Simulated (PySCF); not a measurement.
Atom-mapped SMILES (the numbers label the heavy atoms): `[CH3:1][C:2]#[P:3]`. Each H is labelled by its parent atom.

Geometry: PBE0-D3(BJ)/def2-SVP; GIAO shifts from PySCF, gas phase, non-relativistic, averaged over equivalent atoms.

At PBE0/pcSseg-1 (73 basis functions, 3.2 s wall time on 1 thread of an Arm Neoverse V1, shared host):
```csv
atoms,δ (ppm)
C2,180.1
C1,16.3
P3,-30.7
H(C1),2.28
```

Chemical shifts δ = σref − σ; 13C (σref 184.41), 1H (σref 31.27) vs TMS; 31P (σref 310.13) vs H3PO4, all at this level.

Question: Predict the values at HF/pcSseg-2 on the same geometry.

Answer: 
| atoms | δ at HF/pcSseg-2 | change |
| --- | --- | --- |
| C2 | 190.2 | +10.1 |
| C1 | 13.7 | -2.6 |
| P3 | -3.2 | +27.5 |
| H(C1) | 2.11 | -0.17 |

δ = σ(ref) − σ, references computed at the same level: TMS for 13C (σ = 191.47 ppm), 1H (σ = 31.68 ppm); 31P (σ = 343.96 ppm) against H3PO4.

The largest change is at P3 (phosphorus bonded to C). Cost: 157 basis functions, 3 s wall time on 1 thread of an Arm Neoverse V1, shared host.

Experimental scales use liquid or dissolved standards, which lie at an offset from isolated H3PO4.
